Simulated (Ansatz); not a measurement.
Input for Ansatz (development build ahead of 0.2.0):

```yaml
crystal:
  periodic: [false, false, false]
  atoms:
    - { symbol: "N", position_ang: [-0.40234, -0.92069, 0.97161] }
    - { symbol: "N", position_ang: [2.10793, -1.4674, 2.2765] }
basis:
  gaussian: { orbitals: STO-3G }
total_charge: 2
hamiltonian:
  xc: hf
correlation:
  method: fci
  frozen_orbitals: { "N": 1 }
```

The input is written out in the form of the current development build from the run's settings.

Results

```yaml
Converged: yes
Reference_energy: -106.06943 hartree
Correlation_energy: -0.28102 hartree
Total_energy: -106.35045 hartree
State: lowest singlet root, of any spatial symmetry
```

Caution: other spin multiplicities were not run.
